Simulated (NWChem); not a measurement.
Program: NWChem. System: carbon disulfide (CS2), charge 0, spin multiplicity 1, optimised in this run.

Job file:

```
start mol
memory heap 200 mb stack 900 mb global 1100 mb
geometry units angstroms
  S      0.000000     0.000000    -1.550111
  C      0.000000     0.000000     0.000000
  S      0.000000     0.000000     1.550111
  symmetry group D2h
end
basis spherical
  * library def2-svp
end
dft
  xc pbe0
  semidirect memsize 60000000 filesize 0
  iterations 100
end
driver
  maxiter 80
end
task dft optimize
task dft freq
```

The output up to the point where the run's verdict is printed (cleaned and shortened):

```
             Northwest Computational Chemistry Package (NWChem) 7.3.0
             --------------------------------------------------------

                                NWChem Input Module
                                -------------------

 Scaling coordinates for geometry "geometry" by  1.889725989
 (inverse scale =  0.529177249)

 Turning off AUTOSYM since
 SYMMETRY directive was detected!

          ------
          auto-z
          ------
  autoz: insufficient variables                     2                    3
     1 autoz failed with cvr_scaling = 1.2 changing to 1.3
  autoz: insufficient variables                     2                    3
     2 autoz failed with cvr_scaling = 1.3 changing to 1.4
  autoz: insufficient variables                     2                    3
     3 autoz failed with cvr_scaling = 1.4 changing to 1.5
 !! There are insufficient internal variables: expected     2 got     3
 !! Either AUTOZ failed or your geometry has changed so much that the
 !! coordinates should be regenerated.
```

The program refused the input. NWChem stopped with the message: geom_binvr: #indep variables incorrect 200003.
